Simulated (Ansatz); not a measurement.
Basis sets compared for [AlClH3]- (AlH3Cl⁻). Charge -1, multiplicity 1. Geometry PBE0-D4/def2-TZVPD. Ansatz on 4 threads of Arm Neoverse V2 on a shared host; times are rough, and most runs start from earlier orbitals.

```xyz
5

Al    0.069    0.142   -0.021
Cl   -0.904   -1.853    0.275
H    -0.532    0.771   -1.398
H     1.673   -0.117   -0.129
H    -0.307    1.057    1.272
```

```json
{"level": "PBE-D4/def2-SVPD", "functions": "75", "energy (Eh)": "-703.9928", "HOMO (eV)": "-1.40", "LUMO (eV)": "3.72", "wall time": "0.4 s"}
{"level": "PBE0-D4/def2-SVPD", "functions": "75", "energy (Eh)": "-704.0616", "HOMO (eV)": "-2.64", "LUMO (eV)": "4.12", "wall time": "0.45 s"}
```

(1) Estimate the rows for PBE-D4/def2-TZVPD, PBE0-D4/def2-TZVPD.

## Answers

(1) 
```tsv
level	functions	energy (Eh)	HOMO (eV)	LUMO (eV)	wall time
PBE-D4/def2-TZVPD	116	-704.2312	-1.42	3.41	0.6 s
PBE0-D4/def2-TZVPD	116	-704.2967	-2.66	3.81	0.75 s
```
